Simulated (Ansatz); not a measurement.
Born–Oppenheimer molecular dynamics of H7NOSi (10 atoms, charge 0, multiplicity 1). It starts at the highest image of a converged band, a first-order saddle point between two minima.

Computed with Ansatz, RKS B3LYP/6-31G*.

```yaml
ensemble: NVE (velocity Verlet)
time_step: 0.5 fs
steps_asked: 200
starting_velocities_drawn_for: 100 K
seed: 2899
```

First frame:

```xyz
10
Properties=species:S:1:pos:R:3
Si 0.102 -0.111 0.114
N 0.106 -0.161 2.033
H -0.812 -0.119 2.471
H 0.701 0.548 2.461
H 1.384 0.322 -0.492
H -0.687 1.188 0.028
H -0.859 -0.987 -0.622
O 1.048 -1.811 0.725
H 0.562 -2.618 0.497
H 0.629 -1.241 1.807
```

Problem. How far do the bonds stretch over the last three quarters of this one trajectory? (Pairs bonded in most of those frames.)

Solution. 
| bond | mean (Å) | spread (Å) | shortest | longest |
| --- | --- | --- | --- | --- |
| Si1–H5 | 1.491 | 0.024 | 1.44 | 1.53 |
| Si1–H6 | 1.508 | 0.015 | 1.49 | 1.54 |
| Si1–H7 | 1.514 | 0.009 | 1.50 | 1.53 |
| Si1–O8 | 1.700 | 0.084 | 1.57 | 1.87 |
| N2–H3 | 1.019 | 0.009 | 1.00 | 1.04 |
| N2–H4 | 1.021 | 0.009 | 1.00 | 1.04 |
| N2–H10 | 1.021 | 0.016 | 0.99 | 1.05 |
| O8–H9 | 0.969 | 0.010 | 0.95 | 0.99 |

Mean temperature of the second half: 1045 K. The conserved energy stayed within 0.066 meV per atom of its start (net change 0.057 meV per atom), so the integration is sound. The kinetic energy rose, since the run started high on the potential surface and went downhill. It ends in pieces (H3N + H4OSi), so much of that is their flight and rotation, not heat. A run of 0.1 ps of so small a system gives no equilibrium averages. The orbitals stay closed-shell, which can raise the energy where a bond breaks towards radicals; this wasn't checked here.

Time of the run: 7.2 min on 1 thread of Arm Neoverse V1 (shared host), peak memory 0.12 GiB.
